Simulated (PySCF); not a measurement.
Saddle point of SiNH7, closed shell (SiH₄ + NH₃ → SiNH₅ ([NH2][SiH3]) + H₂; bonds formed: Si1–N7, H2–H6; bonds broken: Si1–H2, H6–N7), PBE0-D4/def2-TZVP structure:

Si1  (-0.016, -0.043, 0.822)
H2  (1.637, 0.055, -0.056)
H3  (0.480, -1.339, 1.345)
H4  (-1.488, -0.109, 1.183)
H5  (0.399, 1.219, 1.480)
H6  (0.863, 0.077, -0.934)
N7  (-0.326, 0.044, -1.031)
H8  (-0.802, 0.877, -1.361)
H9  (-0.748, -0.779, -1.448)
(Å)

Energies are electronic, without zero-point energy. Barriers and step energies count from the start structure reached by relaxing down the imaginary mode; all methods use the PBE0-D4 structures, on which another method's saddle can fall below an end. PySCF 2.14 with density fitting (its default auxiliary sets; JK sets also for MP2 and CCSD(T)); basis: def2-TZVPP, with def2-QZVPP for the basis limit; cores frozen in the correlated methods. B3LYP uses VWN-RPA correlation. Extrapolation: Hartree–Fock as exp(−7.88 √X), correlation as X^−2.97.

```
   method  barrier (kJ/mol)  step energy (kJ/mol)
    SPW92                 ?                  -5.7
   PBE-D4             162.5                  -8.1
r2SCAN-D4             173.5                 -13.3
  PBE0-D4                 ?                  -8.0
 B3LYP-D4             190.0                 -11.7
 BHLYP-D4             206.2                 -11.2
  wB97M-V             190.6                 -11.0
       HF                 ?                  -9.2
      MP2             195.7                 -16.8
     CCSD             208.5                  -8.6
  CCSD(T)             200.4                  -9.8
```

(1) Fill in the withheld barriers. (An estimate is asked for; the value comes from the calculation.)

The T1 diagnostic stays at or below 0.012.

Results:

(1) By the calculation: SPW92 131.0; PBE0-D4 175.2; HF 251.0 kJ/mol. Each is the energy of the saddle less that of the start structure, by the same method.

For comparison, the barrier by CCSD(T) at an estimated basis limit (MP2 extrapolated from triple and quadruple zeta, plus CCSD(T) − MP2 in triple zeta) is 195.9 kJ/mol.

Labels in which every atom is bracketed show which atoms are joined, not bond orders.

For scale, one of the runs: CCSD(T)/def2-TZVPP, 171 basis functions, launched by `OMP_NUM_THREADS=4 python run.py`. Time: 2.1 min of wall clock on 4 CPU threads of an Arm Neoverse V1; the host was shared. Peak host memory: 1.2 GiB.
